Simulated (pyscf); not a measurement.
Optimised with ωB97X-D3(BJ)/def2-SVP in PySCF. Correlated levels are frozen-core, on RHF or UHF. ΔMP2 is the change of the MP2 total energy from the triple- to the quadruple-zeta basis.

**Question.** For the elementary gas-phase step CH₄ (SMILES C) + HS–InH₂ (SMILES [SH][InH2]) → H₃C–InH₂ (SMILES [CH3][InH2]) + H₂S (SMILES S) (singlet surface; C–H, In–S broken, C–In, H–S formed), what barrier and reaction energy does CCSD(T)/def2-TZVPP + ΔMP2(QZVPP) give, measured from the separated reactants?

**Answer.** ΔE‡ = 41.8 kcal/mol, ΔE = +30.6 kcal/mol. Zero-point energy shifts the barrier by -1.9 kcal/mol. It is a four-centre exchange, with an imaginary mode of 1349i cm⁻¹. On the product side the descent ends in an adduct with a In–S contact, 12.6 kcal/mol under the separated species and 21.2 kcal/mol under the saddle at ωB97X-D3(BJ)/def2-TZVP. What is counted as broken (In–S) persists as a longer contact in the product adduct; parting that adduct is a step of its own. This is the saddle that the search found; another between the same sides may lie lower. The CCSD(T) − MP2 part came from Ansatz, without density fitting, on the same reference. The frozen core leaves the outer d or s,p core shells of the metals and heavy elements correlated in the MP2 and CC values, and def2-TZVPP describes them poorly, which can shift differences by a few kcal/mol. Elements past Kr carry the def2 core potentials, without spin-orbit coupling.
